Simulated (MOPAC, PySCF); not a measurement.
CH3Cl, SMILES `ClC`, neutral singlet in the gas phase. 

Cartesian coordinates (Å):
SMILES: ClC
```xyz
5

C     -0.1459    -0.0017    -0.0057
Cl     1.6257     0.0189     0.0635
H     -0.5238    -0.4694     0.9003
H     -0.4531    -0.5707    -0.8800
H     -0.5029     1.0229    -0.0782
```
Charge 0, spin multiplicity 1.

All levels are single points at this geometry (PBE0-D3(BJ)/def2-TZVP); Pople sets use spherical d functions. Orbital energies aren't observables, and empty levels follow the basis.

B3LYP/6-311+G** in PySCF gives HOMO (eV) = -8.25.

Task: Estimate the HOMO (eV) from each of these levels: TPSSh-D3(BJ)/def2-TZVP in PySCF; B3LYP/3-21G in PySCF; B3LYP/LANL2DZ in PySCF; BP86/6-31G* in PySCF; PBE/6-31G* in PySCF; HF/STO-3G in PySCF; PM3 in MOPAC; PM6 in MOPAC.

Result: 
```tsv
level	HOMO (eV)
TPSSh-D3(BJ)/def2-TZVP in PySCF	-7.67
B3LYP/3-21G in PySCF	-8.09
B3LYP/LANL2DZ in PySCF	-8.04
BP86/6-31G* in PySCF	-6.99
PBE/6-31G* in PySCF	-6.88
HF/STO-3G in PySCF	-10.38
PM3 in MOPAC	-10.49
PM6 in MOPAC	-10.71
```
